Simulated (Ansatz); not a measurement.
Which YAML input does this script hand to the engine? (the Ansatz DFT code, driven from Python)

Script `md.py`:
```python
# -*- coding: utf-8 -*-
"""Molecular dynamics of one BH4PS molecule."""

import warnings

import ansatz as az
import numpy as np


def main():
    warnings.simplefilter("ignore", az.DeckWarning)

    mol = (
        az.Crystal.molecule()
        .atom("P", [-0.7956, -0.0037, -1.1694])
        .atom("B", [0.3118, 0.248, 0.3441])
        .atom("S", [2.062, -0.3522, 0.2488])
        .atom("H", [-1.8597, -0.5015, -0.3998])
        .atom("H", [-1.3256, 1.4026, -1.1387])
        .atom("H", [-0.0932, 0.7669, 1.3326])
        .atom("H", [1.7615, -1.6282, 0.7367])
    )

    base = mol.calculation()
    base = base.basis(gaussian="6-31G*")
    base = base.functional("pbe")
    base = base.md("nve", timestep=1.0, steps=40, temperature=500, initial_velocities="maxwell_boltzmann", seed=9)
    frames = []
    base.session().plan().execute(on_event=lambda e: frames.append(e["data"]) if e["event"] == "md_step" else None)
    print("t (fs)   E_pot (eV)      E_kin (eV)   T (K)   d(0-1) (A)")
    for f in frames[::2]:
        xyz = np.array(f["positions_ang"])
        print(f"{f['time_fs']:6.2f} {f['lagrangian_ev']:14.5f} {f['e_kin_ev']:10.5f} {f['temperature_k']:8.1f} {np.linalg.norm(xyz[0] - xyz[1]):9.4f}")
    kept = np.array([f["conserved_ev"] for f in frames])
    print(f"conserved energy moves by at most {1000 * np.ptp(kept):.3f} meV")


if __name__ == "__main__":
    main()
```

Output of `python md.py`:
```text
t (fs)   E_pot (eV)      E_kin (eV)   T (K)   d(0-1) (A)
  0.00   -20853.30718    0.32315    500.0    1.8922
  2.00   -20853.20247    0.22515    348.4    1.8849
  4.00   -20853.27689    0.29415    455.1    1.8837
  6.00   -20853.30371    0.31956    494.4    1.8896
  8.00   -20853.17366    0.19419    300.5    1.9014
 10.00   -20853.12422    0.14589    225.7    1.9164
 12.00   -20853.22791    0.24688    382.0    1.9314
 14.00   -20853.33289    0.34914    540.2    1.9455
 16.00   -20853.30998    0.32949    509.8    1.9596
 18.00   -20853.37507    0.39765    615.3    1.9739
 20.00   -20853.63881    0.65343   1011.0    1.9877
 22.00   -20853.71785    0.73454   1136.5    1.9992
 24.00   -20853.68719    0.70835   1096.0    2.0066
 26.00   -20853.79643    0.81564   1262.0    2.0096
 28.00   -20853.97832    0.99485   1539.3    2.0096
 30.00   -20854.07934    1.09554   1695.1    2.0080
 32.00   -20854.12646    1.14732   1775.2    2.0049
 34.00   -20854.27123    1.28512   1988.4    1.9992
 36.00   -20854.21138    1.22747   1899.2    1.9904
 38.00   -20854.01056    1.03076   1594.9    1.9785
 40.00   -20853.91160    0.93203   1442.1    1.9656
conserved energy moves by at most 9.453 meV
```

`input.yaml`:
```yaml
crystal:
  periodic: [false, false, false]
  atoms:
    - { symbol: P, position_ang: [-0.7956, -0.0037, -1.1694] }
    - { symbol: B, position_ang: [0.3118, 0.248, 0.3441] }
    - { symbol: S, position_ang: [2.062, -0.3522, 0.2488] }
    - { symbol: H, position_ang: [-1.8597, -0.5015, -0.3998] }
    - { symbol: H, position_ang: [-1.3256, 1.4026, -1.1387] }
    - { symbol: H, position_ang: [-0.0932, 0.7669, 1.3326] }
    - { symbol: H, position_ang: [1.7615, -1.6282, 0.7367] }
basis:
  gaussian:
    orbitals: "6-31G*"
hamiltonian:
  xc: pbe
md:
  timestep: 1.0
  n_steps: 40
  ensemble: nve
  temperature: 500.0
  initial_velocities: maxwell_boltzmann
  seed: 9
```

Total energies depend on the basis set; only differences at equal settings carry meaning. The trajectory is only some femtoseconds long, so its temperature is not equilibrated; where the script doesn't relax first, it starts from a rough generated geometry. The temperature counts the internal degrees of freedom alone. With hydrogen a step over 0.5 fs is long. Wall time of the script: 60 s on 1 thread of Intel(R) Xeon(R) Platinum 8488C (Sapphire Rapids), on a shared host, peak memory 0.18 GiB.

(A comment or docstring line of the script was reworded after the run, the code is as it ran; lines on the test bed's own set-up are left out of the output.)
